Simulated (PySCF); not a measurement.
# CH₆Al−: electronic excitations and core binding energies

Aim: predict the electronic excitations and core binding energies of CH₆Al− (`[CH3][AlH3-]`).

The runs use PySCF 2.14.0, with density-fitted response routines of our own; the level of theory stands in each step. All values are computed, except where a source is named. Atoms are numbered from 0 throughout.

## Step 1: The starting structure

8 atoms, charge -1, multiplicity 1; geometry from: GFN2-xTB.

Bonds of the start (Å): C0–Al1 2.05, C0–H2 1.10, C0–H3 1.10, C0–H4 1.10, Al1–H5 1.63, Al1–H6 1.63, Al1–H7 1.63.

## Step 2: Excited states and response: PBE0/def2-SVPD

What the job is given:

```
{"job": {"kind": "uv", "xc": "PBE0", "basis": "def2-SVPD", "nstates": 8, "ntriplets": 3}, "charge": -1, "multiplicity": 1}
C     -1.063270    -0.063210     0.034830
Al     0.983520     0.060325    -0.037269
H     -1.563145     0.444677    -0.804123
H     -1.499565     0.382774     0.941705
H     -1.442515    -1.096311     0.012062
H      1.578194     0.181053     1.471007
H      1.588082    -1.270076    -0.749348
H      1.427755     1.370179    -0.893430
```

Level: TDDFT PBE0/def2-SVPD, vertical, gas phase, core orbitals frozen in the response.

Run with:

```console
$ OMP_NUM_THREADS=1 python probes_run.py task.json out
```

The driver reads the jobs from task.json and runs them one after another.

What it wrote:

```text
coarse grid: 6432 points
cycle   1  E = -283.7879297830  dE = -3.615e-01  |g| = 4.054e-01  |ddm| = 2.577e+00
cycle   2  E = -283.7773011697  dE =  1.063e-02  |g| = 4.821e-01  |ddm| = 1.364e+00
cycle   3  E = -283.8470307443  dE = -6.973e-02  |g| = 3.523e-02  |ddm| = 7.987e-01
cycle   4  E = -283.8475076942  dE = -4.769e-04  |g| = 7.410e-03  |ddm| = 6.826e-02
cycle   5  E = -283.8475305045  dE = -2.281e-05  |g| = 1.659e-03  |ddm| = 1.872e-02
cycle   6  E = -283.8475314260  dE = -9.216e-07  |g| = 1.481e-04  |ddm| = 3.647e-03
final grid: 55336 points
cycle   7  E = -283.8876592751  dE = -5.980e-06  |g| = 4.136e-03  |ddm| = 2.785e-02
cycle   8  E = -283.8876561194  dE =  3.156e-06  |g| = 5.348e-03  |ddm| = 1.168e-02
cycle   9  E = -283.8876640470  dE = -7.928e-06  |g| = 3.513e-05  |ddm| = 6.033e-03
cycle  10  E = -283.8876640476  dE = -5.932e-10  |g| = 1.368e-05  |ddm| = 2.258e-04
converged SCF energy = -283.8876640476

Static polarisability (au): isotropic 63.525, principal 60.306 60.314 69.957

Singlet excitations
state   eV       nm        f      main configurations
  1   5.4524    227.4   0.05326   H->L 0.99
  2   5.4588    227.1   0.05325   H-1->L 0.99
  3   5.5295    224.2   0.02101   H-2->L 0.95
  4   6.1013    203.2   0.01080   H->L+1 0.97
  5   6.1082    203.0   0.01075   H-1->L+1 0.97
  6   6.2949    197.0   0.29839   H-2->L+1 0.94
  7   6.7764    183.0   0.00221   H->L+3 0.48, H-1->L+2 0.47
  8   7.0395    176.1   0.02031   H-2->L+2 0.83, H->L+2 0.09

Triplet excitations (Tamm-Dancoff, eV): 5.3036 5.3101 5.3359
```

Run time: 3 s. Hardware: 1 thread of Arm Neoverse V1, shared host; peak memory 0.38 GiB.

The orbitals next to the gap, with their largest atomic shares:

```
orbital     eV                       atoms
 HOMO−3  -5.76  Al1 35 %, H5 15 %, H6 15 %
 HOMO−2  -2.33   C0 44 %, Al1 23 %, H7 6 %
 HOMO−1  -2.22  Al1 37 %, H5 33 %, H6 23 %
   HOMO  -2.21  Al1 37 %, H7 36 %, H6 16 %
   LUMO   4.20    Al1 70 %, C0 8 %, H4 4 %
 LUMO+1   4.95   C0 30 %, Al1 28 %, H3 8 %
 LUMO+2   5.96   Al1 69 %, H5 10 %, C0 6 %
```

With each of the 8 states as a Gaussian band of 0.4 eV half-width at 1/e, the curve within the window shown has maxima at 224 nm (ε 5,400), 197 nm (ε 13,000) L/(mol cm). Beyond the last state computed it falls off for lack of states. The curve at chosen wavelengths:

```json
{"nm": "169", "ε (L/mol/cm)": "494"}
{"nm": "172", "ε (L/mol/cm)": "775"}
{"nm": "176", "ε (L/mol/cm)": "1233"}
{"nm": "179", "ε (L/mol/cm)": "1829"}
{"nm": "183", "ε (L/mol/cm)": "3490"}
{"nm": "186", "ε (L/mol/cm)": "5603"}
{"nm": "190", "ε (L/mol/cm)": "9114"}
{"nm": "193", "ε (L/mol/cm)": "11437"}
{"nm": "197", "ε (L/mol/cm)": "12897"}
{"nm": "200", "ε (L/mol/cm)": "12469"}
{"nm": "203", "ε (L/mol/cm)": "11035"}
{"nm": "207", "ε (L/mol/cm)": "8549"}
{"nm": "210", "ε (L/mol/cm)": "6943"}
{"nm": "214", "ε (L/mol/cm)": "5665"}
{"nm": "217", "ε (L/mol/cm)": "5333"}
{"nm": "221", "ε (L/mol/cm)": "5363"}
{"nm": "224", "ε (L/mol/cm)": "5438"}
{"nm": "227", "ε (L/mol/cm)": "5366"}
{"nm": "231", "ε (L/mol/cm)": "4925"}
{"nm": "234", "ε (L/mol/cm)": "4360"}
{"nm": "238", "ε (L/mol/cm)": "3432"}
{"nm": "241", "ε (L/mol/cm)": "2716"}
{"nm": "245", "ε (L/mol/cm)": "1857"}
{"nm": "248", "ε (L/mol/cm)": "1333"}
{"nm": "252", "ε (L/mol/cm)": "810"}
{"nm": "255", "ε (L/mol/cm)": "536"}
```

Further results of this job:

```
           property  computed
polarisability (Å³)      9.41
 HOMO–LUMO gap (eV)      6.42
      −ε(HOMO) (eV)      2.21
```

## Step 3: X-ray photoelectron lines: SCAN, X2C

The job, as its differences from that of step 2:

```diff
@@ -1,2 +1,2 @@
-{"job": {"kind": "uv", "xc": "PBE0", "basis": "def2-SVPD", "nstates": 8, "ntriplets": 3}, "charge": -1, "multiplicity": 1}
+{"job": {"kind": "xps"}, "charge": -1, "multiplicity": 1}
 C     -1.063270    -0.063210     0.034830
```

Level: delta-SCF UKS SCAN, pcX-2 on the ionised atom, pcseg-1 elsewhere, spin-free X2C.

What it wrote:

```text
ground state, core basis on atom 0 (C), 93 functions
  cycle   1  E = -284.45583894  |g| = 5.15e-01
  cycle   2  E = -284.39391834  |g| = 7.18e-01
  cycle   3  E = -284.54103870  |g| = 6.44e-02
  cycle   4  E = -284.54240385  |g| = 1.20e-02
  cycle   5  E = -284.54244280  |g| = 4.67e-03
  cycle   6  E = -284.54245057  |g| = 1.26e-03
  cycle   7  E = -284.54245110  |g| = 1.15e-04
  E(ground) = -284.57268375 Eh
hole in C 1s of atom 0
  cycle   1  E = -273.51842631  |g| = 1.50e+00
  cycle   2  E = -272.99875311  |g| = 1.71e+00
  cycle   3  E = -274.05827284  |g| = 2.83e-01
  cycle   4  E = -274.08879954  |g| = 4.43e-02
  cycle   5  E = -274.08944480  |g| = 8.94e-03
  cycle   6  E = -274.08948663  |g| = 3.56e-03
  cycle   7  E = -274.08949570  |g| = 9.48e-04
  cycle   8  E = -274.08949716  |g| = 4.06e-04
  E(ion) = -274.11909765 Eh   <S^2> = 0.7674   hole on atom = 1.000   binding energy = 284.457 eV
ground state, core basis on atom 1 (Al), 104 functions
  cycle   1  E = -284.61108580  |g| = 2.42e-01
  cycle   2  E = -284.61113822  |g| = 4.42e-02
  cycle   3  E = -284.61108011  |g| = 3.57e-02
  cycle   4  E = -284.61133508  |g| = 1.02e-02
  cycle   5  E = -284.61136408  |g| = 3.67e-04
  cycle   6  E = -284.61136271  |g| = 1.09e-04
  E(ground) = -284.60642326 Eh
hole in Al 1s of atom 1
  cycle   1  E = -226.28261585  |g| = 3.97e+00
  cycle   2  E = -226.69970148  |g| = 1.89e+00
  cycle   3  E = -227.20497377  |g| = 3.99e-01
  cycle   4  E = -227.27821743  |g| = 1.72e-01
  cycle   5  E = -227.29652585  |g| = 4.66e-02
  cycle   6  E = -227.29756487  |g| = 1.93e-02
  cycle   7  E = -227.29778695  |g| = 1.84e-03
  cycle   8  E = -227.29778756  |g| = 5.26e-04
  cycle   9  E = -227.29778838  |g| = 1.67e-04
  E(ion) = -227.29606009 Eh   <S^2> = 0.7522   hole on atom = 1.000   binding energy = 1559.494 eV
hole in Al 2p of atom 1
  cycle   1  E = -281.62394901  |g| = 1.07e+00
  cycle   2  E = -281.68444933  |g| = 8.40e-01
  cycle   3  E = -281.90537995  |g| = 1.07e-01
  cycle   4  E = -281.91096564  |g| = 5.72e-02
  cycle   5  E = -281.91251867  |g| = 2.46e-02
  cycle   6  E = -281.91286300  |g| = 5.70e-03
  cycle   7  E = -281.91288368  |g| = 5.61e-04
  cycle   8  E = -281.91288284  |g| = 2.47e-04
  E(ion) = -281.91449507 Eh   <S^2> = 0.7520   hole on atom = 1.003   binding energy = 73.251 eV
  2p3/2 = 73.114 eV   2p1/2 = 73.537 eV
```

It took 5.7 s on 1 thread of Arm Neoverse V1, shared host; peak memory 0.38 GiB.

Binding energies by hole, beside the orbital energy of the ground state; the difference holds orbital relaxation and, for a density functional, its self-interaction error:

```
       hole  stands for                 environment  ΔSCF (eV; 2p as the shell's mean)  −ε (eV)   ⟨S²⟩
  C1s on C0          C0  methyl carbon bonded to Al                             284.46    267.6  0.767
Al1s on Al1         Al1  aluminium bonded to C, 3 H                            1559.49   1511.1  0.752
Al2p on Al1         Al1  aluminium bonded to C, 3 H                              73.26     63.7  0.752
```

With the spin-orbit splitting: Al1 2p3/2 73.11, 2p1/2 73.54 eV. The table gives each 2p level as the mean over the whole 2p shell (two parts 2p3/2, one part 2p1/2), which differs a little from the single hole in the log.

## Step 4: Results

```
                                quantity                        value
         lowest singlet (PBE0/def2-SVPD)  5.45 eV (227 nm), f = 0.053
brightest single state of those computed  state 6, 6.29 eV, f = 0.298
                          lowest triplet                      5.30 eV
        C1s binding energies, SCAN/pcX-2                 C0 284.46 eV
       Al1s binding energies, SCAN/pcX-2               Al1 1559.49 eV
       Al2p binding energies, SCAN/pcX-2                 Al1 73.26 eV
```

What this shows: The lowest singlet, at 5.45 eV, is HOMO→LUMO 0.99 and is bright; of the 8 states computed, the strongest absorption comes from state 6 at 6.29 eV. The lowest triplet lies 0.15 eV below the lowest singlet (triplets in Tamm-Dancoff, singlets in full TDDFT). The lowest singlet lies above −ε(HOMO); no detachment energy was computed, so the anion's states may not be bound.
